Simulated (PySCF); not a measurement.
Species: C3H5N.
Numbering: `[H]/[N:4]=[CH:3]\[CH:2]=[CH2:1]` (hydrogens: H5, H6 on C1; H7 on C2; H8 on C3; H9 on N4)

All values: PBE0/def2-SVPD (PySCF, non-relativistic), on one gas-phase PBE0-D3(BJ)/def2-SVP geometry that isn't relaxed in the solvent. The solvent is an IEF-PCM continuum (van der Waals radii × 1.2), and excitations are vertical TDDFT with non-equilibrium linear response and a frozen core. Specific hydrogen bonds and non-electrostatic terms are outside this model.

Gas-phase singlets (H = HOMO, L = LUMO):

```
state  E (eV)  λ (nm)      f  leading configurations
   S1   4.590     270  0.003                 H→L 98%
   S2   6.308     197  0.559               H-1→L 96%
   S3   7.328     169  0.001    H→L+3 80%, H-3→L 18%
   S4   7.522     165  0.000    H-3→L 77%, H→L+3 17%
   S5   7.610     163  0.050    H→L+2 62%, H→L+1 20%
```

Question: Give the list for methanol (ε = 32.61), n² = 1.77.

Answer: 
```csv
state,E (eV),λ (nm),f,leading configurations,change by rank (eV)
S1,4.808,258,0.004,H-1→L 98%,+0.218
S2,6.071,204,0.648,H→L 96%,-0.237
S3,7.287,170,0.000,H-3→L 94%,-0.041
S4,7.697,161,0.000,H-1→L+2 92%,+0.175
S5,7.765,160,0.047,"H→L+2 53%, H-2→L 45%",+0.155
```

Question: How does the list change in dimethylsulfoxide (ε = 46.83)?

Answer: 
```tsv
state	E (eV)	λ (nm)	f	leading configurations	change by rank (eV)
S1	4.808	258	0.004	H-1→L 98%	+0.218
S2	6.011	206	0.677	H→L 96%	-0.297
S3	7.281	170	0.000	H-3→L 94%	-0.047
S4	7.700	161	0.000	H-1→L+2 92%	+0.178
S5	7.761	160	0.049	H→L+2 53%, H-2→L 46%	+0.151
```

Question: How do the frontier levels move from gas to dimethylsulfoxide?

Answer: 
```json
{"orbital": "LUMO+2", "gas (eV)": "1.12", "solvent (eV)": "1.37", "change (eV)": "+0.25", "Löwdin shares, gas": "H7 25 %, H9 22 %, H6 13 %, C2 13 %", "Löwdin shares, solvent": "C2 28 %, C3 26 %, C1 12 %, N4 12 %"}
{"orbital": "LUMO+1", "gas (eV)": "1.00", "solvent (eV)": "1.30", "change (eV)": "+0.30", "Löwdin shares, gas": "C1 36 %, H5 16 %, C2 14 %, H6 11 %", "Löwdin shares, solvent": "C1 30 %, C3 18 %, C2 15 %, H5 9 %"}
{"orbital": "LUMO", "gas (eV)": "-1.49", "solvent (eV)": "-1.41", "change (eV)": "+0.08", "Löwdin shares, gas": "C1 29 %, N4 24 %, C2 18 %, C3 17 %", "Löwdin shares, solvent": "C1 28 %, N4 25 %, C3 19 %, C2 16 %"}
{"orbital": "HOMO", "gas (eV)": "-7.79", "solvent (eV)": "-7.81", "change (eV)": "-0.02", "Löwdin shares, gas": "N4 62 %, C3 15 %, H9 9 %, C2 7 %", "Löwdin shares, solvent": "C1 31 %, C2 28 %, N4 21 %, C3 11 %"}
{"orbital": "HOMO-1", "gas (eV)": "-7.91", "solvent (eV)": "-7.96", "change (eV)": "-0.05", "Löwdin shares, gas": "C1 30 %, C2 26 %, N4 23 %, C3 12 %", "Löwdin shares, solvent": "N4 59 %, C3 16 %, H9 9 %, C2 8 %"}
{"orbital": "HOMO-2", "gas (eV)": "-10.37", "solvent (eV)": "-10.35", "change (eV)": "+0.02", "Löwdin shares, gas": "C3 32 %, N4 28 %, C2 21 %, C1 10 %", "Löwdin shares, solvent": "C3 33 %, N4 32 %, C2 18 %, C1 8 %"}
{"orbital": "HOMO-3", "gas (eV)": "-10.78", "solvent (eV)": "-10.50", "change (eV)": "+0.28", "Löwdin shares, gas": "C2 24 %, C1 20 %, H7 15 %, C3 12 %", "Löwdin shares, solvent": "C2 24 %, C1 23 %, H7 15 %, H6 12 %"}
```

The HOMO–LUMO gap goes from 6.30 to 6.40 eV. Rows go by rank; for HOMO-1, HOMO, LUMO+1 and LUMO+2 the atom shares or the degeneracy differ between the runs, so the row needn't follow one orbital.

The values belong to the conformer `[H]/[N:4]=[CH:3]\[CH:2]=[CH2:1]`: C1–C2–C3–N4 180°.
